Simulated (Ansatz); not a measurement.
# CH4BCl: the cost of one run

Method: RKS PBE-D4/def2-SVP, in Ansatz 0.2.0.

## 1. The structure to begin with

Bond lengths: B1–C3 1.800 Å, C3–H4 1.110 Å, C3–H5 1.110 Å, C3–H6 1.110 Å, B1–Cl7 1.860 Å. Angles: B1–C3–H4 106.2°, B1–C3–H5 77.6°, B1–C3–H6 138.2°, H4–C3–H5 109.4°, H4–C3–H6 109.4°, H5–C3–H6 109.4°, C3–B1–Cl7 156.1°.

Coordinates:

```xyz
7

B     0.0000    0.0000    0.0000
H     0.6594    0.0000    1.2237
C     1.7899    0.0000    0.1905
H     2.1194   -1.0462    0.0203
H     1.6534    0.5080   -0.7869
H     2.5594    0.5381    0.7823
Cl   -1.6108    0.0000   -0.9300
```

## 2. Pulling towards end A

Springs on the bonds that form and break draw the guess towards this end; the thresholds are loose.

File input.yaml:

```yaml
crystal:
  periodic: [false, false, false]
  atoms:
    - { symbol: B, position_ang: [0.0, 0.0, 0.0] }
    - { symbol: H, position_ang: [0.6594, 0.0, 1.2237] }
    - { symbol: C, position_ang: [1.7899, 0.0, 0.1905] }
    - { symbol: H, position_ang: [2.1194, -1.0462, 0.0203] }
    - { symbol: H, position_ang: [1.6534, 0.508, -0.7869] }
    - { symbol: H, position_ang: [2.5594, 0.5381, 0.7823] }
    - { symbol: Cl, position_ang: [-1.6108, 0.0, -0.93] }
basis:
  gaussian: { orbitals: def2-SVP }
hamiltonian:
  xc: pbe
  dispersion: d4
relax:
  f_tol: 0.15
  max_steps: 25
  restrain:
    - { distance: [1, 2], at: 2.31, k: 30.0 }
    - { distance: [0, 1], at: 1.19, k: 30.0 }
    - { distance: [0, 2], at: 1.6, k: 30.0 }
```

On the command line:

```
$ ansatz run input.yaml --threads 1 --pin off --max-ram 2048MiB --backend cpu --events-out ev --progress --plain --runs-dir out
```

What time and memory should one allow on 1 thread of AMD EPYC 9R45 (Zen 5), shared host?

About 4.8 s, with a peak of 0.14 GiB.
